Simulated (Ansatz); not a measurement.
The input, for Ansatz 0.2.0:

```yaml
crystal:
  periodic: [false, false, false]
  atoms:
    - {symbol: Ge, position_ang: [0.000000, 0.000000, 0.000000]}
    - {symbol: Na, position_ang: [0.000000, 0.000000, 8.521000]}
basis:
  gaussian: {orbitals: aug-cc-pVTZ}
total_charge: 1
magnetization: {spin_polarized: false, initial_magnetization: 2}
correlation: {method: fci, electrons: outside_noble_gas}
```

```sh
$ ansatz run in.yaml --threads 1 --pin off --events-out ev --progress --plain --max-ram 2393MiB
```

The program prints:

```
1062 factors; integrals over basis functions are off by at most 1.8e-7 eV
mean field evaluation 1: about -60872.5800 eV, gradient 1.0e1 eV
mean field evaluation 2: about -60872.5858 eV, gradient 1.0e1 eV
mean field evaluation 4: about -60872.7165 eV, gradient 3.6e0 eV
mean field evaluation 8: about -60872.7753 eV, gradient 1.2e0 eV
mean field evaluation 16: about -60872.8015 eV, gradient 1.3e-6 eV
mean field evaluation 32: about -60872.7513 eV, gradient 9.8e-1 eV
mean field evaluation 64: about -60872.7716 eV, gradient 1.6e0 eV
mean field -60872.80145709 eV, -2237.0341924815 hartree, gradient 1.9e-6 eV, S^2 2.000000; 8 other end points of the search recorded, 0 dependent functions left out
mean field evaluation 96: about -60872.4902 eV, gradient 8.6e0 eV
mean field evaluation 128: about -60872.8621 eV, gradient 6.3e-1 eV
determinant -60872.80145709 eV, -2237.0341924815 hartree, with singles and doubles -60874.71312929 eV, -2237.1044451390 hartree
determinant -60872.75945070 eV, -2237.0326487751 hartree, with singles and doubles -60874.67379219 eV, -2237.1029995271 hartree
determinant -60872.80145709 eV, -2237.0341924815 hartree, with singles and doubles -60874.67377300 eV, -2237.1029988219 hartree
determinant -60872.75945070 eV, -2237.0326487751 hartree, with singles and doubles -60874.63435332 eV, -2237.1015501754 hartree
19 core orbitals not correlated: weight in the atoms' cores, before any rotation towards them, 1.000 or more for the frozen orbitals, at most 0.000 for the correlated occupied ones
reference -60872.80145709 eV, -2237.0341924815 hartree; 3, 1 occupied and 87, 89 virtual orbitals, 1062 factors
state -60874.74635476 eV, -2237.1056661524 hartree
Total energy: -60874.74635476 eV, -2237.1056661524 hartree
```

Natural occupations: 1.9204 0.9850 0.9849 0.0404 0.0127 0.0127 0.0083 0.0083 0.0069 0.0054 0.0052 0.0044 0.0008 0.0008 0.0005 0.0005 0.0003 0.0003 0.0003 0.0003 0.0003 0.0002 0.0002 0.0002.

Ran on 1 thread of Arm Neoverse V1, shared host: 1.8 min wall, 0.76 GiB peak host memory.
